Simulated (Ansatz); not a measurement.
Geometry optimisation, Ansatz 0.2.0, UKS B3LYP-D4/6-31G.

input.yaml

```yaml
crystal:
  periodic: [false, false, false]
  atoms:
    - { symbol: B, position_ang: [-0.41393, 0.38929, -0.33327] }
    - { symbol: C, position_ang: [0.49097, -0.46169, 0.39491] }
    - { symbol: S, position_ang: [1.47044, -1.38177, 1.18258] }
    - { symbol: H, position_ang: [-1.31944, -0.08912, -0.89685] }
    - { symbol: H, position_ang: [-0.22804, 1.5433, -0.34737] }
magnetization:
  spin_polarized: true
  initial_magnetization: 1
basis:
  gaussian: { orbitals: "6-31G" }
hamiltonian:
  xc: b3lyp
  dispersion: d4
relax:
  f_tol: 0.02
  max_steps: 40
```

Launched with:

```bash
$ ansatz run input.yaml --threads 1 --pin off --max-ram 2048MiB --backend cpu --events-out ev --progress --plain --runs-dir out
```

Task: Where does it end, and by what steps?

Result: The forces met the threshold. Limits of this set-up: no polarisation functions. After 3 steps the energy has fallen by 0.065 eV; S3 moved furthest, 0.05 Å.

| step | energy less start (eV) | largest force component (eV/Å) | accepted |
| --- | --- | --- | --- |
| 0 | 0.0000 | 1.353 | yes |
| 1 | -0.0526 | 0.633 | yes |
| 2 | -0.0647 | 0.049 | yes |
| 3 | -0.0649 | 0.006 | yes |

```xyz
5
Properties=species:S:1:pos:R:3
B -0.419 0.394 -0.337
C 0.495 -0.465 0.398
S 1.501 -1.411 1.207
H -1.345 -0.091 -0.914
H -0.232 1.573 -0.354
```

Whether the end is a true minimum wasn't checked by a vibrational analysis.

Run time: 7.7 s on 1 thread of Arm Neoverse V2 (shared host), peak memory 0.12 GiB.
